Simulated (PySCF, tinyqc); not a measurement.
Worked calculation (part 2 of 2): RHF in the sto-3g basis, for OH-, spin multiplicity 1. The basis has no diffuse functions, so it cannot describe the extra electron: this is an exercise in the method, not the real anion. The lowest restricted solution is unstable here: a spin-polarised one lies 0.0365 hartree lower (PySCF). Computed by tinyqc, a small Python program that keeps every step (integrals from PySCF). Command: `OMP_NUM_THREADS=1 python tinyqc.py 31275 31276 out.jsonl` (the two numbers bound the seeds that draw the settings). One thread of a shared host (Intel(R) Xeon(R) Processor @ 2.60GHz), about 0.05 s of CPU time with the checks.

Geometry (angstrom):

| atom | x | y | z |
|---|---|---|---|
| O | 0.000000 | 0.000000 | 0.000000 |
| H | 0.000000 | 0.000000 | 1.932000 |

## Iteration 10 (converged): orbitals

converged F (hartree):
```
             1O 1s      1O 2s    1O 2px    1O 2py     1O 2pz      2H 1s
1O 1s   -19.732656  -5.043426  0.000000  0.000000  -0.005147  -0.128303
1O 2s    -5.043426  -1.948533  0.000000  0.000000   0.039139  -0.138157
1O 2px    0.000000   0.000000  0.026511  0.000000   0.000000   0.000000
1O 2py    0.000000   0.000000  0.000000  0.026511   0.000000   0.000000
1O 2pz   -0.005147   0.039139  0.000000  0.000000   0.553547  -0.145011
2H 1s    -0.128303  -0.138157  0.000000  0.000000  -0.145011   0.217780
```

X:
```
                1          2          3         4          5         6
1O 1s   -0.754714   0.290783   0.000000  0.000000  -0.267484  0.577848
1O 2s    0.813022  -0.094208   0.000000  0.000000  -0.112821  0.620604
1O 2px   0.000000   0.000000  -0.699845  0.714295   0.000000  0.000000
1O 2py   0.000000   0.000000   0.714295  0.699845   0.000000  0.000000
1O 2pz   0.115578   0.726602   0.000000  0.000000   0.677245  0.096187
2H 1s   -0.306653  -0.691570   0.000000  0.000000   0.614451  0.259484
```

Diagonalise F' = X^T F X, C = X C', fill 5 alpha and 5 beta electrons from the bottom; D = 2 C_occ C_occ^T. Each column has its largest component positive (the first on a tie).

F' = X^T F X (hartree):
```
           1          2         3         4          5           6
1  -6.282385   3.108892  0.000000  0.000000  -3.116303    7.654917
2   3.108892  -0.841256  0.000000  0.000000   1.680326   -3.736141
3   0.000000   0.000000  0.026511  0.000000   0.000000    0.000000
4   0.000000   0.000000  0.000000  0.026511   0.000000    0.000000
5  -3.116303   1.680326  0.000000  0.000000  -1.468393    4.318012
6   7.654917  -3.736141  0.000000  0.000000   4.318012  -11.022984
```

orbital energies (hartree): MO1 -19.740407, MO2 -0.701847, MO3 0.026511, MO4 0.026511, MO5 0.165047, MO6 0.662188

coefficients C:
```
              MO1        MO2       MO3        MO4        MO5        MO6
1O 1s    0.994873  -0.262540  0.000000   0.000000   0.022686  -0.019726
1O 2s    0.020826   1.023230  0.000000   0.000000  -0.111888   0.088345
1O 2px   0.000000   0.000000  0.872248  -0.489063   0.000000   0.000000
1O 2py   0.000000   0.000000  0.489063   0.872248   0.000000   0.000000
1O 2pz   0.000302  -0.030011  0.000000   0.000000   0.380631   0.929215
2H 1s   -0.001046   0.047633  0.000000   0.000000   0.892075  -0.468102
```

D after iteration 10:
```
            1O 1s      1O 2s    1O 2px    1O 2py     1O 2pz      2H 1s
1O 1s    2.118429  -0.500916  0.000000  0.000000   0.033628   0.013382
1O 2s   -0.500916   2.119904  0.000000  0.000000  -0.146579  -0.102190
1O 2px   0.000000   0.000000  2.000000  0.000000   0.000000   0.000000
1O 2py   0.000000   0.000000  0.000000  2.000000   0.000000   0.000000
1O 2pz   0.033628  -0.146579  0.000000  0.000000   0.291561   0.676243
2H 1s    0.013382  -0.102190  0.000000  0.000000   0.676243   1.596135
```

Within a degenerate level the vectors are fixed only up to a rotation; this is one choice.

## Convergence

Stop when the energy changes by less than 1e-09 hartree and every element of the error matrix X^T (F D S - S D F) X is below 9e-06.

Course of the cycle:

| iteration | E (hartree) | change | largest element of the error matrix |
|---|---|---|---|
| 1 | -72.83589887 | - | 1.41e-01 |
| 2 | -73.83160248 | -9.96e-01 | 1.50e-01 |
| 3 | -73.86726294 | -3.57e-02 | 1.46e-01 |
| 4 | -73.89395625 | -2.67e-02 | 1.33e-01 |
| 5 | -73.91024766 | -1.63e-02 | 1.08e-01 |
| 6 | -73.92802803 | -1.78e-02 | 2.81e-02 |
| 7 | -73.92889404 | -8.66e-04 | 1.90e-03 |
| 8 | -73.92889859 | -4.55e-06 | 7.57e-05 |
| 9 | -73.92889860 | -6.52e-09 | 1.58e-05 |
| 10 | -73.92889860 | -2.96e-10 | 3.37e-08 |

PySCF RHF in the same basis = -73.92889860 hartree

Converged in 10 iterations.

## Populations, bond orders and dipole

overlap S:
```
           1O 1s     1O 2s    1O 2px    1O 2py    1O 2pz     2H 1s
1O 1s   1.000000  0.236704  0.000000  0.000000  0.000000  0.005858
1O 2s   0.236704  1.000000  0.000000  0.000000  0.000000  0.087182
1O 2px  0.000000  0.000000  1.000000  0.000000  0.000000  0.000000
1O 2py  0.000000  0.000000  0.000000  1.000000  0.000000  0.000000
1O 2pz  0.000000  0.000000  0.000000  0.000000  1.000000  0.095210
2H 1s   0.005858  0.087182  0.000000  0.000000  0.095210  1.000000
```

Mulliken: Z minus the diagonal of D S on the atom; Loewdin: the same with S^(1/2) D S^(1/2); Mayer order: 2 sum_s sum (D(s) S)_ij (D(s) S)_ji over the two atoms.

Charges (e):

| atom | Mulliken | Loewdin |
|---|---|---|
| 1O | -0.348310 | -0.350997 |
| 2H | -0.651690 | -0.649003 |

Mayer bond orders:

| pair | order |
|---|---|
| 2-1 | 0.575301 |

dipole moment about the origin, x y z (debye): 0.000000  0.000000  -5.635514
